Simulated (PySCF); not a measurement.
# Working out the ionisation energy of N

N [He] 2s2 2p3 (4S) → N⁺ [He] 2s2 2p2 (3P). Computed with PySCF 2.14 in aug-cc-pVDZ-DK, with the spin-free X2C one-electron Hamiltonian (Gaussian nucleus). Frozen: 1s2. Energies in hartree (1 hartree = 27.21139 eV):

| part | N (lower) | N⁺ (upper) |
| --- | --- | --- |
| UHF | -54.422331 | -53.910695 |
| MP2 opposite-spin | -0.052301 | -0.046057 |
| MP2 same-spin | -0.022718 | -0.008785 |

Q: What does Hartree-Fock give?

A: (-53.910695) − (-54.422331) = 0.511636 hartree = 13.922 eV.

Q: What do MP2 and SCS-MP2 (6/5 opposite-spin, 1/3 same-spin) give?

A: The opposite-spin parts differ by 0.170 eV and the same-spin parts by 0.379 eV. MP2: 13.922 + (0.170) + (0.379) = 14.471 eV. SCS-MP2: 13.922 + 1.2 × (0.170) + (0.379)/3 = 14.252 eV.

Measured between the centres of the two terms (NIST): 14.545 eV, so MP2 (valence) is off by -0.074 eV.

A double-zeta basis recovers only part of the correlation energy.

What remains against the reference includes basis incompleteness, the frozen core and correlation beyond second order.
